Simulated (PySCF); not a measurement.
An unknown is described by computed data only.

Formula: C2H6S2.

| Quantity | Value |
| --- | --- |
| 13C NMR | chemical shifts (computed TMS as zero) by class: 26.9 (2 C) ppm [GIAO PBE0/pcSseg-1] |
| NMR, other nuclei | isotropic shieldings of nuclei other than C and H, by class: 479 (2 S) ppm [GIAO PBE0/pcSseg-1] |
| Dipole | 2.16 D [PBE0/pcSseg-1] |
| 1H NMR | chemical shifts (computed TMS as zero) by class: 2.17 (6 H) ppm [GIAO PBE0/pcSseg-1] |
| Rotational structure | rotational constants A, B, C: 8.303, 2.751, 2.581 GHz [GFN2-xTB] |

The electronic properties come from PySCF, for the isolated species, density fitting. Levels stand in brackets. One conformer (not necessarily the lowest) at the GFN2-xTB geometry, without solvent, vibrations or thermal averaging. NMR values are class means; diastereotopic atoms form classes of their own.

Q: Give a SMILES that accounts for the data.

A: Numbering: `[CH3:1][S:2][S:3][CH3:4]`. Its formula, C2H6S2, gives 0 degrees of unsaturation, so no ring and no π bond. 2 carbons fall into 1 class: S-methyl carbon [C1/C4] (26.9 ppm, 2 C). All hydrogens form one class (2.17 ppm): methyl hydrogen. The other shieldings belong to: 479 ppm, disulfide sulfur [S2/S3]. The optimised geometry has point group C2 and is an asymmetric top. Structure: `S(SC)C` (C2H6S2). The assignments are read from this structure; whether some other isomer fits the data as well wasn't checked.

Conformer computed: `[CH3:1][S:2][S:3][CH3:4]`: C1–S2–S3–C4 91°.
